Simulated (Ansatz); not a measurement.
A ladder of methods for BH3Cl− (SMILES [H][B-]([H])([H])Cl)

BH3Cl− has 5 atoms, charge -1, and is taken as a singlet. SMILES: `[H][B-]([H])([H])Cl`. The coordinates come from a GFN2-xTB relaxation.

Quantity: the vertical energy of the triplet above the singlet, in eV. The values are calculated.

```tsv
level	kind	program	value (eV)	less FCI/STO-3G	CPU time (all runs)
PBE/STO-3G	GGA	Ansatz	11.20	-1.49	10 s
r2SCAN/STO-3G	meta-GGA	Ansatz	11.40	-1.29	20 s
PBE0/STO-3G	global hybrid	Ansatz	11.65	-1.04	13 s
r2SCAN0/STO-3G	hybrid meta-GGA	Ansatz	11.71	-0.98	23 s
CAM-B3LYP/STO-3G	range-separated hybrid	Ansatz	11.74	-0.95	20 s
HSE06/STO-3G	range-separated hybrid	Ansatz	11.64	-1.05	22 s
CCSDT/STO-3G	coupled cluster or CI	Ansatz	12.69	0.00	3.7 s
CCSDTQ/STO-3G	coupled cluster or CI	Ansatz	12.69	0.00	2 min
FCI/STO-3G	exact in the basis	Ansatz	12.69	0.00	4.5 s
```

FCI/STO-3G is exact within its basis and frozen core, so for wave-function methods in that basis the difference is their error; functionals converge differently with the basis, so for them it is only a difference. Sets without diffuse functions describe the anion poorly. The values span 11.20 to 12.69 eV. A triplet this far above the singlet is often a Rydberg-like or dissociative state; sets without diffuse functions put Rydberg states too high. All rows use very small basis sets, so even the best lies far from the true value. Times are those of the runs behind each value, whatever else they computed, on shared processors of several kinds: orders of magnitude only.
